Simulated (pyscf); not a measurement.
## Routes from CH₄ (SMILES C) + H₂Al–Cl (SMILES [AlH2][Cl])

Candidate steps break at most two bonds and form at most two. Each was searched with GFN2-xTB (tblite) first. Optimised with ωB97X-D3(BJ)/def2-SVP in PySCF. MP2 and CC: frozen core, UHF for open shells. ΔMP2 is the change of the MP2 total energy from the triple- to the quadruple-zeta basis. Energies: CCSD(T)/def2-TZVPP + ΔMP2(QZVPP), kJ/mol, from the separated reactants, singlet surface; ΔG‡ with ideal gas, 1 atm, RRHO with modes under 100 cm⁻¹ raised to 100, one conformer, R ln 2 for chiral ones without a mode under 150 cm⁻¹.

```
products                        type    ΔE‡      ΔE  ΔG‡ 298 K  ΔG‡ 900 K  ν‡ (cm⁻¹)
--------------  --------------------  -----  ------  ---------  ---------  ---------
H₃C–AlH₂ + HCl  four-centre exchange  183.6  +175.5      210.0      282.8       732i
H₃C–Cl + AlH₃   four-centre exchange  398.7  +246.2      426.9      496.3       981i
```

Row 1: On the reactant side the descent ends in a complex (not fully relaxed), 16.9 kJ/mol under the separated species and 192.4 kJ/mol under the saddle at ωB97X-D3(BJ)/def2-TZVP. On the product side the descent ends in an adduct with a Al–Cl contact, 36.2 kJ/mol under the separated species and 29.9 kJ/mol under the saddle at ωB97X-D3(BJ)/def2-TZVP. Row 2: On the reactant side the descent ends in a complex (not fully relaxed), 16.9 kJ/mol under the separated species and 406.8 kJ/mol under the saddle at ωB97X-D3(BJ)/def2-TZVP. On the product side the descent ends in an adduct with a Al–Cl contact, 60.8 kJ/mol under the separated species and 202.7 kJ/mol under the saddle at ωB97X-D3(BJ)/def2-TZVP. 

Plain bond fissions and candidates not yet searched are not listed, and one of them may be faster. Each barrier is that of the saddle found; lower ones may exist. The CCSD(T) − MP2 part came from Ansatz, without density fitting, on the same reference.
